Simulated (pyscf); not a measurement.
PySCF, gas phase, ωB97X-D3(BJ)/def2-SVP geometries.

SMILES: C(C=O)=CCC
```xyz
14

C      0.7451    -2.1063     0.4082
C      0.5159    -1.1221    -0.7443
C     -0.8018    -0.4132    -0.6347
C     -0.9749     0.9127    -0.5505
C     -2.3274     1.5003    -0.4340
O     -2.5547     2.6831    -0.3553
H      1.7051    -2.6321     0.2913
H     -0.0522    -2.8664     0.4481
H      0.7583    -1.5822     1.3769
H      0.5371    -1.6731    -1.7017
H      1.3310    -0.3818    -0.7859
H     -1.6962    -1.0540    -0.6084
H     -0.1331     1.6142    -0.5647
H     -3.1607     0.7484    -0.4229
```

Question: What is the homolytic dissociation enthalpy (298 K, ωB97M-D3(BJ)/def2-TZVP) of the C–C bond of H₃C–CH₂–CH=CH–CH=O, to •HC=CH–CH₂–CH₃ + •HC=O?

Answer: C–C to •HC=CH–CH₂–CH₃ + •HC=O: 98.7 kcal/mol. The 7 functionals that were run give +93.9 (r²SCAN) to +99.0 kcal/mol (ωB97X-D3(BJ)). The radicals are drawn with the spin at the cut bond; how far it spreads was not checked. •HC=CH–CH₂–CH₃ lies 27.8 kcal/mol over its isomer •H₂C–CH=CH–CH₃, and others may lie lower still (electronic energy, ωB97M-D3(BJ)).
